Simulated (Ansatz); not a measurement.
Input file for Ansatz (a program for electronic structure): R-CCSD(T)/aug-cc-pVDZ on C2H6 (SMILES CC).

Ansatz 0.2 input:
```yaml
crystal:
  periodic: [false, false, false]
  atoms:
    - {symbol: C, position_ang: [0.00000000, 0.78133572, -1.13543912]}
    - {symbol: H, position_ang: [0.00000000, 1.37465349, -2.05114442]}
    - {symbol: H, position_ang: [-0.88043002, 1.06310554, -0.55580918]}
    - {symbol: C, position_ang: [0.00000000, -0.71332890, -1.44723686]}
    - {symbol: H, position_ang: [0.88043002, 1.06310554, -0.55580918]}
    - {symbol: H, position_ang: [0.00000000, -1.30641812, -0.53140693]}
    - {symbol: H, position_ang: [-0.88100343, -0.99533072, -2.02587154]}
    - {symbol: H, position_ang: [0.88100343, -0.99533072, -2.02587154]}
basis:
  gaussian:
    orbitals: aug-cc-pVDZ
magnetization: {spin_polarized: false}
correlation: {method: ccsd_t, electrons: outside_noble_gas}
scf: {lower_state_search: off}
```

It printed:

```
WARN ansatz: RAYON_NUM_THREADS=2 ignored (pool sized by the plan → 2); use --threads N
Functional definition: HF
these checks for a lower state are left out or cut short: stability, starts, cluster_reference, orbital_swaps, neighbouring_geometries, increment
integrals: 0.13 GiB planned
978 factors; integrals over basis functions are off by at most 7.7e-4 eV
mean field: 0.18 GiB planned
mean field evaluation 1: about -2153.7725 eV, gradient 3.0e1 eV
mean field evaluation 2: about -2153.7725 eV, gradient 3.0e1 eV
mean field evaluation 4: about -2156.1334 eV, gradient 2.3e0 eV
mean field evaluation 8: about -2156.1561 eV, gradient 1.2e-5 eV
mean field -2156.15614022 eV, -79.2372766579 hartree, gradient 1.1e-6 eV, S^2 0.000000; 0 other end points of the search recorded, 0 dependent functions left out
2 core orbitals not correlated
reference -2156.15614022 eV, -79.2372766579 hartree; 7, 7 occupied and 91, 91 virtual orbitals, 978 factors
second order -8.52873675 eV of doubles, -0.00000000 eV of singles
coupled cluster: 0.34 GiB planned
cycle   1  -9.24720254 eV  change   -7.2e-1 eV  update   5.7e-2
cycle   2  -9.50298263 eV  change   -2.6e-1 eV  update   1.7e-2
cycle   3  -9.52631261 eV  change   -2.3e-2 eV  update   4.4e-3
cycle   4  -9.52693031 eV  change   -6.2e-4 eV  update   1.2e-3
cycle   5  -9.52698923 eV  change   -5.9e-5 eV  update   3.2e-4
cycle   6  -9.52704145 eV  change   -5.2e-5 eV  update   9.3e-5
cycle   7  -9.52706221 eV  change   -2.1e-5 eV  update   2.2e-5
cycle   8  -9.52706996 eV  change   -7.7e-6 eV  update   6.1e-6
perturbative correction -0.26382025 eV, -0.0096952153 hartree
Total energy: -2165.94703042 eV, -79.5970852363 hartree
Checks for a lower state left out: stability, starts, cluster_reference, orbital_swaps, neighbouring_geometries, increment
```

Self-consistency was reached.

Cost: around 6 core-seconds (rough).
